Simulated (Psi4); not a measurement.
**CH5BS− (SMILES [BH2-]SC): UCAM-B3LYP/6-311+G(d,p)**

What is the vertical ionisation energy of CH5BS− at UCAM-B3LYP/6-311+G**? 

Program for the calculation: Psi4 1.11.

2 further runs of the same task are left out: 2 set aside as unsound or not needed.

## Step 1: The molecule

CH5BS− has 8 atoms, charge -1, and is taken as a doublet. As SMILES, `[BH2-]SC`. The coordinates come from a GFN2-xTB relaxation.

Bond lengths: B1–S2 1.760 Å, B1–H4 1.195 Å, B1–H5 1.193 Å, C3–H6 1.082 Å, C3–H7 1.081 Å, C3–H8 1.082 Å. Angles: S2–B1–H4 121.1°, S2–B1–H5 120.2°, H4–B1–H5 118.6°, H6–C3–H7 112.6°, H6–C3–H8 112.4°, H7–C3–H8 112.6°. A long bond or contact: S2–C3 2.175 Å.

## Step 2: A single-point energy at UCAM-B3LYP/6-311+G(d,p)

ch5bs.xyz

```xyz
8
CH5BS
B     -0.944180     1.016160    -0.999290
S      0.679900     0.337000    -1.004870
C      0.807640    -0.844480     0.816650
H     -1.903120     0.325970    -1.179850
H     -1.104760     2.187800    -0.842700
H      0.706170    -0.144060     1.635140
H      1.772590    -1.331700     0.803180
H     -0.014250    -1.546690     0.771740
```

calc.py

```python
import psi4

psi4.set_memory(1600000000)
psi4.set_num_threads(1)
psi4.core.set_output_file('output.dat', False)

with open('ch5bs.xyz') as f:
    atoms = ''.join(f.readlines()[2:])
geom = psi4.geometry('-1 2\n' + atoms + 'symmetry c1\nno_reorient\nno_com')

options = {'reference': 'uks', 'puream': True, 'e_convergence': 1e-09, 'd_convergence': 1e-08, 'scf_type': 'pk', 'dft_radial_points': 99, 'dft_spherical_points': 590, 'maxiter': 200}
psi4.set_options(options)

e, wfn = psi4.energy('cam-b3lyp/6-311+G**', molecule=geom, return_wfn=True)
print(f'cam-b3lyp/6-311+G** energy: {e:.10f} Eh')
for k, v in sorted(psi4.core.scalar_variables().items()):
    print(f'{k:45s} {v:18.10f}')
```

On the command line:

```console
$ python calc.py
```

output.dat:

```text
[...]
  Running in c1 symmetry.
[...]
  Nuclear repulsion =   87.614876181812718
[...]
  Multiplicity = 2
[...]
  Nalpha       = 17
  Nbeta        = 16
[...]
    Number of basis functions: 104
[...]
   @UKS iter   1:  -463.84151182142159   -6.74471e-01   7.14561e-03 DIIS/ADIIS
[...]
   @UKS iter  16:  -464.12535545438192   -1.14255e-11   6.79190e-09 DIIS
[...]
   @S^2 Observed:                7.676125201E-01
[...]
    Orbital Energies [Eh]
    ---------------------
    Alpha Occupied:
       1A    -88.693008     2A    -10.081759     3A     -7.781665
       4A     -6.599565     5A     -5.746262     6A     -5.741453
       7A     -5.737801     8A     -0.623110     9A     -0.551301
      10A     -0.348275    11A     -0.313338    12A     -0.312771
      13A     -0.225921    14A     -0.210453    15A     -0.168263
      16A     -0.086443    17A     -0.002521
    Alpha Virtual:
      18A      0.158571    19A      0.174781    20A      0.176565
      21A      0.187153    22A      0.191229    23A      0.212491
      24A      0.215759    25A      0.232431    26A      0.238288
[...]
  @UKS Final Energy:  -464.12535545438192
   => Energetics <=
    Nuclear Repulsion Energy =             87.6148761818127184
    One-Electron Energy =                -818.0357607125945378
    Two-Electron Energy =                 294.0620880802833881
    DFT Exchange-Correlation Energy =     -27.7665590038835042
    Empirical Dispersion Energy =           0.0000000000000000
    VV10 Nonlocal Energy =                  0.0000000000000000
    Total Energy =                       -464.1253554543819178
[...]
 Multipole Moments:
 ------------------------------------------------------------------------------------
     Multipole            Electronic (a.u.)      Nuclear  (a.u.)        Total (a.u.)
 ------------------------------------------------------------------------------------
 L = 1.  Multiply by 2.5417464519 to convert [e a0] to [Debye]
 Dipole X            :        -19.6296329           19.7664786            0.1368457
 Dipole Y            :        -10.2632388            9.2544424           -1.0087964
 Dipole Z            :         29.8243462          -28.3212499            1.5030963
 Magnitude           :                                                    1.8154051
[...]
```

On the terminal:

```text
cam-b3lyp/6-311+G** energy: -464.1253554544 Eh
CURRENT ENERGY                                   -464.1253554544
CURRENT REFERENCE ENERGY                         -464.1253554544
DD SOLVATION ENERGY                                 0.0000000000
DFT FUNCTIONAL TOTAL ENERGY                      -464.1253554544
DFT TOTAL ENERGY                                 -464.1253554544
DFT VV10 ENERGY                                     0.0000000000
DFT XC ENERGY                                     -27.7665590039
GRID ELECTRONS ALPHA                               17.0000006211
GRID ELECTRONS BETA                                16.0000000168
GRID ELECTRONS TOTAL                               33.0000006379
NUCLEAR REPULSION ENERGY                           87.6148761818
ONE-ELECTRON ENERGY                              -818.0357607126
PCM POLARIZATION ENERGY                             0.0000000000
PE ENERGY                                           0.0000000000
SCF ITERATION ENERGY                             -464.1253554544
SCF ITERATIONS                                     16.0000000000
SCF TOTAL ENERGY                                 -464.1253554544
TWO-ELECTRON ENERGY                               294.0620880803
XC GRID RADIAL POINTS                              99.0000000000
XC GRID SPHERICAL POINTS                          590.0000000000
XC GRID TOTAL POINTS                           448976.0000000000
```

Run time: 35 s. Hardware: 1 thread of Intel Xeon 6975P-C (Granite Rapids), shared host; peak memory 0.78 GiB.

## Step 3: Singlet neutral CH5BS: energy and gradient at CAM-B3LYP/6-311+G(d,p)

job.dat

```
memory 1600 MB

molecule system {
  0 1
  B     -0.944180     1.016160    -0.999290
  S      0.679900     0.337000    -1.004870
  C      0.807640    -0.844480     0.816650
  H     -1.903120     0.325970    -1.179850
  H     -1.104760     2.187800    -0.842700
  H      0.706170    -0.144060     1.635140
  H      1.772590    -1.331700     0.803180
  H     -0.014250    -1.546690     0.771740
  symmetry c1
  no_reorient
  no_com
}

set {
  puream true
  e_convergence 1e-09
  d_convergence 1e-08
  scf_type pk
  dft_radial_points 99
  dft_spherical_points 590
}

energy_value, wavefunction = gradient("cam-b3lyp/6-311+G**", return_wfn=True)
```

On the command line:

```console
$ psi4 job.dat job.out -n 1
```

job.out:

```text
[...]
  Running in c1 symmetry.
[...]
  Nuclear repulsion =   87.614876181812718
[...]
  Multiplicity = 1
[...]
  Nalpha       = 16
  Nbeta        = 16
[...]
    Number of basis functions: 104
[...]
   @RKS iter   1:  -463.97328924561822   -8.06248e-01   5.26458e-03 ADIIS/DIIS
[...]
   @RKS iter  13:  -464.09637770927139   -6.30962e-12   3.26585e-09 DIIS
[...]
    Orbital Energies [Eh]
    ---------------------
    Doubly Occupied:
       1A    -88.908402     2A    -10.310918     3A     -7.997849
       4A     -6.843636     5A     -5.962912     6A     -5.957929
       7A     -5.953172     8A     -0.831954     9A     -0.761085
      10A     -0.556493    11A     -0.516262    12A     -0.515524
      13A     -0.437537    14A     -0.417534    15A     -0.372880
      16A     -0.291077
[...]
  @RKS Final Energy:  -464.09637770927139
   => Energetics <=
    Nuclear Repulsion Energy =             87.6148761818127184
    One-Electron Energy =                -811.1440945440815540
    Two-Electron Energy =                 287.0631083416284355
    DFT Exchange-Correlation Energy =     -27.6302676886310081
    Empirical Dispersion Energy =           0.0000000000000000
    VV10 Nonlocal Energy =                  0.0000000000000000
    Total Energy =                       -464.0963777092713940
[...]
 Multipole Moments:
 ------------------------------------------------------------------------------------
     Multipole            Electronic (a.u.)      Nuclear  (a.u.)        Total (a.u.)
 ------------------------------------------------------------------------------------
 L = 1.  Multiply by 2.5417464519 to convert [e a0] to [Debye]
 Dipole X            :        -19.7911600           19.7664786           -0.0246815
 Dipole Y            :         -9.7551157            9.2544424           -0.5006733
 Dipole Z            :         29.1123946          -28.3212499            0.7911448
 Magnitude           :                                                    0.9365858
[...]
  -Total Gradient:
     Atom            X                  Y                   Z
    ------   -----------------  -----------------  -----------------
       1        0.029580687705    -0.003501702559    -0.006660055049
       2       -0.042053556782     0.028371599669    -0.046270969905
       3        0.016832099732    -0.019272626452     0.040114073789
       4       -0.000073184679     0.000603751618    -0.007823291980
       5       -0.002061525040    -0.000980917525     0.009804569988
       6       -0.000356072810    -0.004392657244     0.002844461345
       7       -0.002987992751    -0.002486446753     0.007260913914
       8        0.001121290947     0.001656817522     0.000726797452
[...]
```

It took 28 s on 1 thread of Intel Xeon 6975P-C (Granite Rapids), shared host; peak memory 0.78 GiB.

## Step 4: Summary of results

Level: UCAM-B3LYP/6-311+G**.

| quantity | value |
| --- | --- |
| doublet CH5BS−: total energy | -464.12536 Eh |
| doublet CH5BS−: HOMO energy (highest over α and β) | -0.07 eV |
| doublet CH5BS−: LUMO energy (lowest over α and β) | 3.84 eV |
| doublet CH5BS−: ⟨S²⟩ | 0.768 |
| singlet neutral CH5BS: total energy | -464.09638 Eh |
| singlet neutral CH5BS: dipole moment | 2.38 D |
| singlet neutral CH5BS: HOMO energy | -7.92 eV |
| singlet neutral CH5BS: LUMO energy | -1.53 eV |
| singlet neutral CH5BS: HOMO–LUMO gap | 6.39 eV |
| singlet neutral CH5BS: largest force on an atom | 3.531 eV/Å |
| vertical detachment energy (to the singlet neutral) | 0.789 eV |

Removing an electron at fixed nuclei costs 0.79 eV (18.2 kcal/mol). Only the singlet of the ionised species was computed; a triplet could lie lower.
